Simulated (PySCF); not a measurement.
Several molecules and their computed UV-vis stick spectra, shuffled. The calculation used PySCF, TDDFT CAM-B3LYP/def2-SVPD, vertical, gas phase, core orbitals frozen in the response. Geometries: PBE0-D3(BJ)/def2-SVP; one conformer of each isolated species. Triplets are in the Tamm–Dancoff approximation. Relativistic effects are left out although some hold elements past zinc.

A. `C[S][GaH2]`
B. `[H]/N=C\C1=CC=CC12CC2`
C. `BC(B)CC(F)(F)F`
D. `C1CCCC1`
E. `n1cncnc1`

Lowest singlet levels (six at most, fewer where fewer were computed) with oscillator strengths:

1. 4.21 eV (f 0.211); 4.57 eV (f 0.003); 5.64 eV (f 0.122); 6.26 eV (f 0.127); 6.39 eV (f 0.004); 6.75 eV (f 0.001)
2. 8.43 eV (f 0.000); 8.73 eV (f 0.000); 9.07 eV (f 0.000); 9.14 eV (f 0.002); 9.24 eV (f 0.071); 9.25 eV (f 0.067); T1 8.16 eV
3. 4.74 eV (f 0.000); 4.83 eV (f 0.000 summed over 2 states); 4.86 eV (f 0.015); 6.34 eV (f 0.000); 7.24 eV (f 0.000); 7.69 eV (f 0.000 summed over 2 states); T1 4.22 eV
4. 5.09 eV (f 0.078); 5.38 eV (f 0.002); 5.95 eV (f 0.001); 6.07 eV (f 0.013); 6.43 eV (f 0.045); 6.83 eV (f 0.018); T1 4.18 eV
5. 5.56 eV (f 0.007); 5.99 eV (f 0.001); 6.09 eV (f 0.001); 6.55 eV (f 0.008); 7.30 eV (f 0.016); 7.54 eV (f 0.017); T1 4.98 eV

Task: Which spectrum belongs to which structure?

Result: 1 = B, 2 = D, 3 = E, 4 = A, 5 = C.
- A: S1 at 5.09 eV, HOMO→LUMO (94%); Löwdin shares by element: HOMO sulfur 71%, carbon 11%, gallium 11%; LUMO gallium 59%, sulfur 20%, hydrogen 20% or more; HOMO -8.43 and LUMO -0.52 eV.
- B: S1 at 4.21 eV, HOMO→LUMO (98%); Löwdin shares by element: HOMO carbon 72% or more (atoms not listed hold the other 28%); LUMO carbon 43% or more, nitrogen 15% (atoms not listed hold the other 43%); HOMO -7.62 and LUMO -0.71 eV.
- C: S1 at 5.56 eV, HOMO→LUMO (90%); Löwdin shares by element: HOMO boron 36%, carbon 30% or more, hydrogen 11% or more (atoms not listed hold the other 23%); LUMO boron 55%, carbon 16% or more, hydrogen 8% or more (atoms not listed hold the other 22%); HOMO -10.59 and LUMO -1.00 eV.
- D: S1 at 8.43 eV, HOMO→LUMO (88%); Löwdin shares by element: HOMO carbon 48% or more, hydrogen 9% or more (atoms not listed hold the other 43%); LUMO carbon 40% or more (atoms not listed hold the other 60%); HOMO -10.12 and LUMO 1.42 eV; point group C2, 3 of its 6 listed states under f = 0.0005.
- E: S1 at 4.74 eV, HOMO-1/HOMO→LUMO (≥44%), HOMO-1/HOMO→LUMO+1 (≥42%); Löwdin shares by element: HOMO (one of a set within 0.03 eV) nitrogen 76%, carbon 7% or more (atoms not listed hold the other 18%); LUMO (one of a set within 0.03 eV) nitrogen 46%, carbon 28% or more (atoms not listed hold the other 26%); HOMO -9.60 and LUMO -0.57 eV; point group D3h, 7 of its 8 listed states under f = 0.0005.

A slash joins orbitals within 0.01 eV of each other, whose weights are summed (≥ marks a lower bound).
